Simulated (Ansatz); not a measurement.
# BS− (triplet): wave-function methods side by side, aug-cc-pVTZ

How much of the correlation energy of BS− (triplet) does each wave-function method recover here?

The runs use Ansatz 0.2.0, Gaussian basis; aug-cc-pVTZ, core rule «outside noble gas», up to 6 orbitals frozen.

To be run: UHF; CCSD(T) on ROHF; CCSD(T) on UHF; BCCD(T) on ROHF; CCSDT(Q) on ROHF; CCSDT(Q) on UHF; CASSCF and MRCISD+Q, 10 electrons in 8 orbitals; CASSCF and NEVPT2, 10 electrons in 8 orbitals.

3 further runs of the same task are left out: 3 set aside as unsound or not needed. Runs told in other sessions of the task aren't counted.

## Step 1: The system

The geometry is a PBE0/def2-TZVPD stationary point (not a proven minimum) of the parent state, kept for this charge and spin.

2 atoms, charge -1, spin multiplicity 3.

Atoms are counted from 1 here; the program's logs count them from 0.

Bond lengths: B1–S2 1.685 Å.

## Step 2: UHF

File in.yaml:

```yaml
crystal:
  periodic: [false, false, false]
  atoms:
    - {symbol: B, position_ang: [0.000000, 0.000000, 0.000000]}
    - {symbol: S, position_ang: [0.000000, 0.000000, 1.685300]}
basis:
  gaussian: {orbitals: aug-cc-pVTZ}
total_charge: -1
magnetization: {spin_polarized: true, initial_magnetization: 2}
hamiltonian: {xc: hf}
output: {orbitals: {seedname: orbitals}}
```

Command:

```console
$ ansatz run in.yaml --threads 1 --pin off --events-out ev --progress --plain --max-ram 2816MiB --backend cpu
```

After this run come: CCSD(T) on ROHF; CCSD(T) on UHF; BCCD(T) on ROHF; CCSDT(Q) on ROHF; CCSDT(Q) on UHF; CASSCF and MRCISD+Q, 10 electrons in 8 orbitals; CASSCF and NEVPT2, 10 electrons in 8 orbitals.

Q: Predict the results of all the runs planned. Wanted: UCCSDT(Q) from the RHF energy; RMP2 from UCCSDT(Q); UMP2 from UCCSDT(Q); RCCSD from UCCSDT(Q); RCCSD(T) from UCCSDT(Q); UCCSD(T) from UCCSDT(Q); RCCSDT(Q) from UCCSDT(Q); NEVPT2 valence from UCCSDT(Q); MRCISD+Q valence from UCCSDT(Q).

The runs gave:

| quantity | value |
| --- | --- |
| UCCSDT(Q) from the ROHF energy | -7.7125 eV |
| RMP2 from UCCSDT(Q) | +24.30 kcal/mol |
| UMP2 from UCCSDT(Q) | +24.46 kcal/mol |
| RCCSD from UCCSDT(Q) | +11.62 kcal/mol |
| RCCSD(T) from UCCSDT(Q) | +1.42 kcal/mol |
| UCCSD(T) from UCCSDT(Q) | +1.52 kcal/mol |
| RCCSDT(Q) from UCCSDT(Q) | +0.11 kcal/mol |
| NEVPT2 valence from UCCSDT(Q) | +34.06 kcal/mol |
| MRCISD+Q valence from UCCSDT(Q) | +3.76 kcal/mol |
| levels within 1 kcal/mol (43 meV) | RCCSDT, UCCSDT, RCCSDT(Q) |
| T1 diagnostic | 0.040 |
| effectively unpaired electrons | 2.03 |

In words: RCCSD(T) misses by +1.42 kcal/mol, 0.8 % of the correlation energy. The occupations are near whole numbers, but T1 = 0.040 shows that the orbitals relax strongly. Of the multireference levels listed MRCISD+Q valence comes nearest in total energy (+3.76 kcal/mol), which doesn't show that its space is the better one. These misses are within one basis, not against nature; the frozen cores of restricted and unrestricted runs differ, which can shift their rows.
